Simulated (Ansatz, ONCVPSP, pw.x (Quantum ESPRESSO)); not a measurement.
carbon: one change to the ONCV potential, in the atom and in the fcc crystal

ONCVPSP 4.0.1.1 (patched build) input, shortened (lines: element, Z, core and valence counts, functional; n l f; lmax; l rc ep ncon nbas qcut; lloc lpopt rc5 dvloc0; l nproj debl; icmod fcfact rcfact), PBEsol, scalar-relativistic:

```
  C 6.00    1    2  -116133      upf
    1    0    2.00
    2    0    2.00
    2    1    2.00
    2
    0    1.00    0.00    3    8    6.50
    1    2.15    0.00    3    8    5.50
    2    1.65    0.08    5    8    5.30
    4    1    0.95    6.00
    0    2    2.20
    1    2    3.90
    2    2    0.30
    0    0.00    0.00
```

Change: all radii scaled by about 1.30 (s 1.30, p 2.78, d 2.14 bohr); local potential polynomial inside 1.22 bohr (lpopt 1, dvloc0 6 Ha).

Cutoffs, loose and tight: the cutoffs (Ha) at which the residual kinetic energy of the hardest occupied pseudo-wave falls to 1 and 0.1 mHa per electron. They do not see the model core or the augmentation charge, which bear on the density cutoff. Test errors are all-electron minus pseudo excitation energies from the reference, over the configurations 2s2 2p1; 2s2 2p0; 2s1 2p0; 2s1 2p2; variants that change the core or the reference have their own tests.

Crystal test: fcc C in pw.x 7.5, no spin, 18³ k-points, Fermi–Dirac smearing 0.01 Ry, cutoffs set for each file from its atomic test. The reference is all-electron LAPW (Ansatz 0.2.0) with the same functional, mesh and smearing; V0 and B0 come from Birch–Murnaghan fits to the pressures at five volumes. Errors are pseudo minus all-electron; Δ is the rms difference of the E(V) curves that follow from these fits, minima aligned, over ±6 % about the mean V0. Mesh and smearing are coarse, so the numbers serve the comparison and aren't converged zero-temperature values; the lattice is a test structure that the element need not adopt.

All-electron: a0 = 3.037 Å (V0 = 7.00 Å³/atom), B0 = 172.8 GPa.

**Question.** Does the change bring the crystal closer to the all-electron result?

**Answer.** The mean pressure error goes from +0.56 to -0.12 GPa, so the change moves the solid closer to the all-electron pressures. The B0 error goes the other way, from -4.8 to -6.2 %. At 80 % of its cutoff the pressure of the changed file moves by -0.57 GPa.

| quantity | base | changed |
| --- | --- | --- |
| outcome (atom) | generated | generated |
| cutoff, loose (atom) | 19 Ha | 15 Ha |
| cutoff, tight (atom) | 44 Ha | 20 Ha |
| bound ghosts (atom) | none | none |
| largest test error (meV) (atom) | +1010 | +1674 |
| cutoffs in pw.x (Ry) | 105/420 | 50/200 |
| a0 (Å) | 3.039 | 3.035 |
| a0 error (%) | +0.09 | -0.06 |
| B0 error (%) | -4.8 | -6.2 |
| Δ (meV/atom) | 0.7 | 0.7 |
| mean pressure error (GPa) | +0.56 | -0.12 |

Base: The largest radius (2.15 bohr) exceeds half the bond length (2.04 bohr), so the spheres overlap, which is one possible source of error among others. Changed file: The largest radius (2.78 bohr) exceeds half the bond length (2.04 bohr), so the spheres overlap, which is one possible source of error among others.
